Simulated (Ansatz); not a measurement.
A made-up structure of CH$_{4}$LiSi, doublet:

| atom | x (Å) | y (Å) | z (Å) |
| --- | --- | --- | --- |
| Li1 | 0.6930 | 0.0113 | 1.9894 |
| Si2 | -0.5992 | -0.7747 | -0.0967 |
| C3 | 0.6218 | 0.6797 | 0.0739 |
| H4 | 0.2903 | -1.9386 | -0.4580 |
| H5 | 1.1612 | 0.8491 | -0.8627 |
| H6 | 0.1059 | 1.6054 | 0.3378 |
| H7 | 1.3670 | 0.4758 | 0.8485 |

It is relaxed with PBE-D4/def2-SVP and then PBE0-D4/def2-TZVP (Ansatz 0.2.0). Atoms count as bonded within 1.22 times the sum of their covalent radii (H–H: 0.88 Å). The end point is not checked to be a true minimum.

**Question.** Does its bonding change? (A judgement: the text doesn't fix the answer.)

**Answer.** By the calculation: Yes. Formed: none; broken: Li1–C3, Li1–H7.

Where it ends: The first stage lowers the energy by 0.84 eV in 16 steps. It ends as CH₄LiSi ([Li][SiH][CH3]):
```
7
angstrom
Li -1.3717 -0.6433 2.5737
Si -0.0102 -0.6082 0.6403
C 1.0395 0.7738 -0.1494
H 0.2089 -1.7812 -0.2829
H 0.7089 0.9797 -1.1718
H 0.9713 1.7029 0.4206
H 2.0935 0.4843 -0.1983
```

Labels in which every atom is bracketed show which atoms are joined, not bond orders.

For scale, one of the runs: PBE0-D4/def2-TZVP relaxation, 106 basis functions, launched by `ansatz run in.yaml --threads 2 --pin off --events-out ev --progress --plain --max-ram 4352MiB`. Hardware: 2 CPU threads of an Arm Neoverse V1, shared host. Wall time about 64 s.
